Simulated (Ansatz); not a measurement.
A run of Ansatz (development build ahead of 0.2.0) on doublet C5H5 at this shape:

```xyz
10

C     0.9611   -0.3003   -0.6992
C    -0.0616    0.4959   -1.1089
C    -1.0132    0.6462   -0.0243
C    -0.5123   -0.1269    1.0694
C     0.6503   -0.6925    0.7444
H     1.8107   -0.6165   -1.2439
H    -0.1955    0.9695   -2.0836
H    -1.9021    1.2410   -0.0533
H    -1.0054   -0.2070    2.0566
H     1.3204   -1.3340    1.3231
```

Its results:

- Converged: yes
- Total energy: -192.05007 hartree
- Spin squared of the determinant: 0.998
- Stability test: minimum

Forces (eV/Å):
| atom | Fx | Fy | Fz |
| --- | --- | --- | --- |
| C1 | -0.929 | -0.047 | 1.493 |
| C2 | -0.912 | 0.785 | -0.490 |
| C3 | 1.243 | -0.506 | -0.755 |
| C4 | -1.961 | 0.522 | 2.209 |
| C5 | 2.127 | -0.799 | -1.498 |
| H6 | 0.728 | -0.225 | -0.522 |
| H7 | 0.230 | -0.257 | 0.319 |
| H8 | -0.368 | 0.160 | 0.068 |
| H9 | 0.368 | 0.046 | -0.824 |
| H10 | -0.525 | 0.320 | -0.001 |

Q: Which input gives this output? Name the method, the orbitals and the basis set, and write the input.

A: UHF in def2-SVP.

```yaml
crystal:
  periodic: [false, false, false]
  atoms:
    - { symbol: C, position_ang: [0.96108, -0.30032, -0.69919] }
    - { symbol: C, position_ang: [-0.06163, 0.49588, -1.10888] }
    - { symbol: C, position_ang: [-1.01316, 0.64621, -0.02434] }
    - { symbol: C, position_ang: [-0.51228, -0.1269, 1.06939] }
    - { symbol: C, position_ang: [0.6503, -0.69251, 0.74442] }
    - { symbol: H, position_ang: [1.8107, -0.61647, -1.24388] }
    - { symbol: H, position_ang: [-0.1955, 0.9695, -2.08363] }
    - { symbol: H, position_ang: [-1.90209, 1.24103, -0.05327] }
    - { symbol: H, position_ang: [-1.00541, -0.20701, 2.05655] }
    - { symbol: H, position_ang: [1.32037, -1.33399, 1.32313] }
basis:
  gaussian: { orbitals: def2-SVP }
magnetization:
  spin_polarized: true
  initial_magnetization: 1
hamiltonian:
  xc: hf
output:
  forces: true
```

Caution: the unrestricted determinant is spin contaminated.
